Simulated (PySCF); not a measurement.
All values below come from PySCF with B3LYP-D3(BJ)/def2-TZVP // B3LYP-D3(BJ)/def2-SVP. Isolated molecules, 0 K electronic values unless said otherwise. B3LYP has the VWN-RPA correlation part, as in Gaussian. 

Reference species (SMILES): `N` (neutral, multiplicity 1).

The HOMO comes out as -7.45 eV and the dipole moment is 1.78 D. The HOMO–LUMO gap is 8.03 eV.

Changed species: `COC` (free base O(CH3)2; the reference has free base NH3).

Question: Give the shifts of the HOMO, dipole moment and HOMO–LUMO gap.

Answer: the HOMO rises by 0.24 eV, to -7.21 eV; the dipole moment drops by 0.59 D, to 1.19 D; the HOMO–LUMO gap rises by 0.19 eV, to 8.22 eV.
